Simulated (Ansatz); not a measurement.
The same path of CH6Si (8 atoms, charge 0, multiplicity 1) was run twice with different band settings. Made: H2–H3.

Method: RKS PBE0-D4/def2-SVP (Ansatz).

Relaxed end points:

```xyz
8
Properties=species:S:1:pos:R:3
Si 0.179 -0.033 0.135
H 0.574 -0.276 1.557
H 1.423 0.214 -0.659
H -0.659 1.205 0.087
C -0.769 -1.502 -0.553
H -1.671 -1.702 0.046
H -1.083 -1.315 -1.591
H -0.146 -2.410 -0.543
```

```xyz
8
Properties=species:S:1:pos:R:3
Si 0.260 0.145 -0.754
H 0.621 -0.041 1.090
H 1.326 -0.078 0.668
H -0.652 1.062 0.062
C -0.753 -1.482 -0.621
H -1.263 -1.685 0.331
H -1.541 -1.383 -1.391
H -0.151 -2.358 -0.906
```

Common settings: spring 5.0 eV/Å²; optimiser quadratic models (default); start path through a guess of the saddle point; force threshold 0.05 eV/Å; iteration limit 60; end points relaxed.

| run | movable images | climbing image |
| --- | --- | --- |
| 1 | 9 | yes |
| 2 | 8 | no |

Problem. What does each run give, and how far can it be trusted?

Solution. Run 1: converged after 13 iterations, highest image 2.644 eV above the first end. A vibrational analysis at the climbing image gives one clearly imaginary mode, 998i cm⁻¹: a first-order saddle point.
Run 2: converged after 14 iterations, highest image 2.585 eV above the first end. No image climbed, so the highest image needn't sit at the top of the path.
